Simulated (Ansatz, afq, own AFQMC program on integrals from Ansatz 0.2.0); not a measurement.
Where AFQMC and coupled cluster stand for ZrH, doublet

```xyz
2

Zr    0.0000    0.0000    0.0000
H     0.0000    0.0000    1.8590
```

Basis def2-TZVP with its core potentials. Only valence electrons are correlated. Integrals, coupled cluster, full CI and functionals: Ansatz 0.2.0; the random walks run on the same integrals in our own AFQMC program. The CISD trial takes its coefficients from CCSD amplitudes. Released means that phaseless walkers are propagated on without the constraint, phases kept. Error bars are statistical, one sigma. No spin–orbit coupling. The metal's outer-core s and p shells are frozen, which shifts wave-function levels against functionals.

Determinant: UHF, the one that the program's search chose, which needn't be the lowest solution. The geometry is a PBE0/def2-TZVP stationary point of this or a neighbouring charge and spin state.

Full CI on the same integrals is exact in this basis and with this determinant's frozen core.

Cautions: no spin-orbit coupling; outer-core shells of the metal frozen; the determinant is a saddle point among determinants of its kind; strong correlation (T1 0.124, weight of the determinant 0.75, largest double 0.10); unrestricted determinant spin contaminated (⟨S²⟩ 1.46 against 0.75).

The T1 diagnostic is 0.1240. The weight of the determinant in the CISD state is 0.751. The ⟨S²⟩ of the determinant is 1.461. The size of the correlated space is 5 electrons in 42 orbitals.

```json
{"level": "MP2", "correlation energy (eV)": "-1.3470"}
{"level": "CCSD", "correlation energy (eV)": "-2.0245"}
{"level": "CCSD(T)", "correlation energy (eV)": "-2.1070"}
```

Question: Estimate where full CI lies against CCSD(T) on the same integrals.

Answer: 4.7 kJ/mol below CCSD(T).

Reference: full CI, correlation energy -2.155 eV. The released energy is read at 4.20 1/Eh (meV from the phaseless value at times in 1/Eh: -11.7 ± 2.3 at 0.60, -16.0 ± 2.2 at 1.20, -20 ± 3 at 2.00, -25 ± 4 at 3.00, -26 ± 5 at 4.20). The cautions show a poor starting determinant, so the rows tell how each method copes with it here, and full CI is the sure value.

```csv
level,E − E(reference) (kJ/mol),share of correlation (%)
CCSD(T),4.7,97.76
CCSDT,0.6,99.73
CCSDT(Q),0.0,99.98
CCSDTQ,0.0,100.00
ph-AFQMC/CISD,3.4 ± 0.2,98.37
released AFQMC,0.8 ± 0.5,99.60
```

CCSDT and higher add their correlation energy to the determinant of the CCSD(T) run, since their own runs factorise the integrals more tightly (a shift of under 2 meV). Released energies are given only where the last usable release times agree within the noise; a slower fall can still hide under it.
